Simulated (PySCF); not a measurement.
Molecule: `InChI=1S/C4H7F/c1-3-4(2)5/h3H,1-2H3/b4-3-`.

Molfile (atoms numbered from 1):
```
C4H7F
     RDKit          3D

 12 11  0  0  0  0  0  0  0  0999 V2000
    1.9556    0.1104    0.0305 C   0  0  0  0  0  0  0  0  0  0  0  0
    0.5635   -0.3930    0.2108 C   0  0  0  0  0  0  0  0  0  0  0  0
   -0.5433    0.2952   -0.0740 C   0  0  0  0  0  0  0  0  0  0  0  0
   -1.9554   -0.1399    0.0703 C   0  0  0  0  0  0  0  0  0  0  0  0
   -0.4478    1.5466   -0.5599 F   0  0  0  0  0  0  0  0  0  0  0  0
    1.9590    1.1431   -0.3428 H   0  0  0  0  0  0  0  0  0  0  0  0
    2.5162    0.0850    0.9795 H   0  0  0  0  0  0  0  0  0  0  0  0
    2.5165   -0.5140   -0.6850 H   0  0  0  0  0  0  0  0  0  0  0  0
    0.4197   -1.4034    0.6038 H   0  0  0  0  0  0  0  0  0  0  0  0
   -2.5054    0.5522    0.7282 H   0  0  0  0  0  0  0  0  0  0  0  0
   -2.0147   -1.1518    0.4903 H   0  0  0  0  0  0  0  0  0  0  0  0
   -2.4639   -0.1303   -0.9075 H   0  0  0  0  0  0  0  0  0  0  0  0
  1  2  1  0
  2  3  2  0
  3  4  1  0
  3  5  1  0
  1  6  1  0
  1  7  1  0
  1  8  1  0
  2  9  1  0
  4 10  1  0
  4 11  1  0
  4 12  1  0
M  END
```

Spin–spin couplings on one PBE0-D3(BJ)/def2-SVP geometry, PySCF 2.14, gas phase, non-relativistic, equivalent pairs averaged (spin–dipole term only in couplings to heteroatoms); isotopes ¹³C, ¹⁹F, ¹H; functional B3LYP.

How do the couplings (Hz) change with the basis set? Times are CPU seconds on 1 thread of an Arm Neoverse V1, shared host. Far from the basis limit: 6-31G*, pcJ-0, def2-TZVP, cc-pVTZ.

Results:


```tsv
basis set	functions	¹J(C3,F5)	¹J(C2,H9)	¹J(C4,H10)	¹J(C1,H6)	¹J(C2,C3)	¹J(C3,C4)	¹J(C1,C2)	core-s
6-31G*	84	-220.5	162.3	144.8	143.4	107.0	68.0	60.3	5.7
pcJ-0	86	-383.0	147.0	116.2	115.5	69.4	44.2	38.5	5.8
def2-TZVP	197	-349.6	157.6	127.0	126.7	94.4	57.4	46.3	20
pcJ-1	205	-321.0	164.1	134.6	134.2	94.1	58.3	48.1	20
cc-pVTZ	248	-313.0	149.4	118.6	118.5	115.6	48.6	36.4	27
```

The Fermi-contact term samples the wavefunction at the nucleus, which is why sets with added tight s functions (names with J) are made for couplings.
